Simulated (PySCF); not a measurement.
Species: C2H2ClNO.
Z-matrix (Å and degrees, PBE0-D3(BJ)/def2-SVP geometry), rows numbered from 1:
```
O 
N   1  1.2033
C   2  1.4332  1  115.90
C   3  1.3406  2  121.94  1    -8.03
Cl  4  1.6991  3  124.21  2  -177.97
H   3  1.0912  2  114.21  1   174.65
H   4  1.0946  3  119.94  2     1.67
```

Computed with MP2 and CCSD/aug-cc-pVDZ in PySCF, restricted Hartree–Fock reference, 9 core orbitals frozen, non-relativistic, gas phase, PBE0-D3(BJ)/def2-SVP geometry.

E(HF) = -665.62170 Eh.

Question: How large is the problem?

Answer: 137 basis functions and 46 electrons; 9 orbitals frozen, which leaves o = 14 correlated occupied and v = 114 virtual orbitals. That is o·v = 1596 singles and o·v(o·v + 1)/2 = 1274406 distinct closed-shell doubles amplitudes before symmetry; the costliest CCSD step grows as o²v⁴ = 3.3 × 10^10.

Question: What are the MP2 and CCSD correlation energies?

Answer: MP2 -0.7768 Eh and CCSD -0.8066 Eh, which gives totals of -666.39853 and -666.42826 Eh. That is 0.784 eV for each correlated electron at CCSD (2118 kJ/mol in all, 0.121 % of the total energy); MP2 gives 96.3 % of the CCSD value.

Question: What is the T1 diagnostic?

Answer: 0.0159, below the customary warning level of 0.02. It is the norm of the spatial-orbital singles amplitudes over the root of the number of correlated electrons, so the norm is 0.084.

Question: How does correlation change the dipole moment?

Answer: HF gives 1.88 D and CCSD (unrelaxed density) 1.68 D, a change of -0.20 D.

Connected triples and the basis-set limit are missing.

One conformer stands for the species.
